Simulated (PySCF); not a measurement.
Molfile (atoms numbered from 1):
```
C3H6NS
     RDKit          3D

 11 10  0  0  0  0  0  0  0  0999 V2000
   -1.4115   -0.0358    0.4151 N   0  0  0  0  0  0  0  0  0  0  0  0
   -0.3944    0.8788   -0.1538 C   0  0  0  0  0  0  0  0  0  0  0  0
    0.9198    0.2715   -0.5204 C   0  0  0  0  0  0  0  0  0  0  0  0
    2.0650    0.4425    0.2062 C   0  0  0  0  0  0  0  0  0  0  0  0
    3.6268   -0.2216   -0.0129 S   0  0  0  0  0  0  0  0  0  0  0  0
   -0.9398   -0.5210    1.1823 H   0  0  0  0  0  0  0  0  0  0  0  0
   -1.5402   -0.7848   -0.2693 H   0  0  0  0  0  0  0  0  0  0  0  0
   -0.8802    1.3704   -1.0221 H   0  0  0  0  0  0  0  0  0  0  0  0
   -0.2266    1.6817    0.5881 H   0  0  0  0  0  0  0  0  0  0  0  0
    0.9503   -0.3911   -1.3978 H   0  0  0  0  0  0  0  0  0  0  0  0
    1.9377    1.1303    1.0701 H   0  0  0  0  0  0  0  0  0  0  0  0
  1  2  1  0
  2  3  1  0
  3  4  2  0
  4  5  1  0
  1  6  1  0
  1  7  1  0
  2  8  1  0
  2  9  1  0
  3 10  1  0
  4 11  1  0
M  CHG  1   5  -1
M  END
```

Geometry: PBE0-D3(BJ)/def2-SVP; GIAO shifts from PySCF 2.14, gas phase, non-relativistic, averaged over equivalent atoms.

At PBE0/pcSseg-1 (122 basis functions, 8.3 s wall time on 1 thread of an Arm Neoverse V2, shared host):
```
atoms  δ (ppm)
   N1     65.8
   C4    171.6
   C3    119.6
   C2     53.0
   S5     25.9
  H11     7.43
  H10     4.98
H8/H9     2.76
H6/H7    -0.52
```

Referencing at the same level of theory: 15N (σ = 265.67 ppm) against NH3; 13C (σ = 184.41 ppm) and 1H (σ = 31.27 ppm) vs TMS; 33S (σ = 495.66 ppm) vs CS2.

**Question.** What do these become at B97-2/pcSseg-2?

**Answer.** 
| atoms | δ at B97-2/pcSseg-2 | change |
| --- | --- | --- |
| N1 | 62.4 | -3.4 |
| C4 | 172.8 | +1.2 |
| C3 | 123.6 | +4.0 |
| C2 | 54.8 | +1.8 |
| S5 | 29.2 | +3.3 |
| H11 | 8.05 | +0.62 |
| H10 | 5.41 | +0.43 |
| H8/H9 | 2.88 | +0.12 |
| H6/H7 | -0.27 | +0.25 |

Scale: 15N (σref 259.60) vs NH3; 13C (σref 183.46) and 1H (σref 31.36) against TMS; CS2 for 33S (σref 507.25) (reference shieldings calculated alike).

The largest change is at C3 (alkene CH). Cost: 271 basis functions, 28 s wall time on 1 thread of an Arm Neoverse V2, shared host. The order of the carbon signals is the same at both levels.

Experimental scales use liquid or dissolved standards, which lie at an offset from isolated NH3 (liquid NH3: subtract about 20 ppm).
